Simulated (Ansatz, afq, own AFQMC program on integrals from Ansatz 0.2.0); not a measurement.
Integrals from Ansatz 0.2.0, then the random walk in our own AFQMC program (afq).

```yaml
crystal:
  periodic: [false, false, false]
  atoms:
    - {symbol: Ge, position_ang: [0.000000, 0.000000, 1.229560]}
    - {symbol: N, position_ang: [0.000000, 0.000000, -0.113440]}
    - {symbol: H, position_ang: [0.000000, 0.000000, -1.116121]}
basis:
  gaussian: {orbitals: cc-pVDZ}
magnetization: {spin_polarized: false}
correlation: {method: ccsd_t, electrons: outside_noble_gas, hamiltonian_folder: ham}
```

```sh
$ ansatz run in.yaml --threads 1 --pin off --events-out ev --progress --plain --max-ram 1382MiB
```

Options of the walk:

```
--method phaseless --trial hf --walkers 200 --populations 1 --least-time 40 --time-step 0.005 --steps-per-block 20 --equilibration-blocks 112 --max-blocks 600 --target-error 0.00114 --factor-cut 1e-05 --seed 6585 --taylor-order 6
```

Times are imaginary, in 1/Eh. The walk had a cap of 512 s. Filled inner d shells are frozen with the cores.

Output of the walk:

```
orbitals 31  electrons 5 5  factors 245 of 514
reference energy -2130.19676042 Eh
CCSD correlation -0.24795750 Eh in 10 cycles, weight of the determinant in the CISD state 0.8915
energy of the start -2130.196761 Eh
 block  time / (1/Eh)  mean weight  energy / Eh
     1     0.100  1.0009  -2130.258853
     2     0.200  1.0010  -2130.290939
     3     0.300  1.0033  -2130.322387
     4     0.400  1.0020  -2130.347960
     5     0.500  0.9998  -2130.370337
     7     0.700  1.0007  -2130.376621
     9     0.900  1.0008  -2130.389467
    18     1.800  1.0011  -2130.440120
    52     5.200  0.9982  -2130.455093
    86     8.600  1.0004  -2130.446404
   120    12.000  1.0000  -2130.455852
   154    15.400  1.0012  -2130.468390
   188    18.800  0.9984  -2130.447781
   222    22.200  0.9994  -2130.455287
   256    25.600  1.0010  -2130.443610
   290    29.000  1.0022  -2130.446233
   324    32.400  1.0001  -2130.454272
   341    34.100  1.0018  -2130.494233
   358    35.800  0.9998  -2130.486174
   375    37.500  1.0012  -2130.426051
   392    39.200  1.0028  -2130.446020
   426    42.600  1.0004  -2130.478665
   460    46.000  0.9979  -2130.440644
   494    49.400  0.9993  -2130.428925
   528    52.800  0.9999  -2130.467300
   562    56.200  1.0009  -2130.470574
   596    59.600  1.0000  -2130.446509
   630    63.000  0.9987  -2130.491570
   664    66.400  1.0001  -2130.437037
   698    69.800  0.9997  -2130.465331
blocks merged  error / Eh  count
     1  0.000902  600
     2  0.001210  300
     4  0.001604  150
     8  0.002024  75
    16  0.002506  37
    32  0.002987  18
    64  0.002959  9
energy -2130.453903 +/- 0.002987 Eh
(rows thinned)
```

The run passed its tests (sampling time, drift between the halves within three errors, error under three times the target), which doesn't prove that it has relaxed.

Against this walk (error 81.3 meV) on the same determinant: CCSD(T) 24.5 meV higher (within the noise), CCSDT(Q) 14.3 meV lower (within the noise), a separate phaseless walk with a CISD trial and standard settings 21.8 ± 82.8 meV lower (within the noise). The error is statistical and leaves out the bias of the constraint.

Cautions: constraint bias not in the error; error above the target (81.3 against 31.0 meV); no relativity below Rb; no spin-orbit coupling; inner d shell frozen.

The walk took 4.9 min on 1 thread of Arm Neoverse N1 (shared host). The log's last line is the phaseless energy.

CCSDT and higher add their correlation energy to the determinant of the CCSD(T) run, since their own runs factorise the integrals more tightly (a shift of under 2 meV). A walk keeps the symmetry of its determinant, which the program's search chose and which needn't be the lowest solution, so a lower state of the same spin and another symmetry isn't excluded.
